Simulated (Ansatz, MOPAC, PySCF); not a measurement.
Barrier height from Cl− + CH3Cl (SMILES CCl) to the transition structure CH3Cl2, without zero-point energy, on the benchmark's geometries as Psi4's copy of the set gives them.
Transition structure (charge -1, multiplicity 1):
```csv
atom,x (Å),y (Å),z (Å)
Cl,2.3226,-0.0001,0.0001
C,-0.0001,0.0005,-0.0005
H,0.0001,-0.7443,-0.7676
H,-0.0003,-0.2914,1.0280
H,0.0001,1.0372,-0.2620
Cl,-2.3225,-0.0001,0.0001
```
Reactant (charge 0, multiplicity 1):
```xyz
5

C      0.00000     0.00000    -1.12589
Cl     0.00000     0.00000     0.65683
H      0.00000     1.02799    -1.47026
H      0.89027    -0.51400    -1.47026
H     -0.89027    -0.51400    -1.47026
```

Open shells are unrestricted; no spin–orbit coupling.

Cores are frozen in the correlated methods. Rows in 3-21G, 6-31G*, LANL2DZ carry no dispersion term and start afresh at each structure (6-31G* with six Cartesian d functions). LANL2DZ brings its own core potentials from Na on. The state that PM3 reach isn't checked.

Run with Ansatz (an electronic-structure program); MOPAC for PM3 (differences of heats of formation); PySCF for 3-21G rows, 6-31G* rows, LANL2DZ rows. Values without a source in brackets are computed.

```tsv
level	barrier height (eV)
PM3	0.201
HF/3-21G	-0.521
BLYP/def2-TZVPPD	-0.151
BP86/6-31G*	-0.378
B97M-V/def2-TZVPPD	-0.028
B3LYP/LANL2DZ	-0.730
B3LYP/def2-TZVPPD	-0.010
SCS-MP2/aug-cc-pV(D+d)Z	0.172
CCSD(T)/aug-cc-pV(D+d)Z	(withheld)
```

Fill in the missing entries.


- CCSD(T)/aug-cc-pV(D+d)Z, barrier height (eV): 0.057
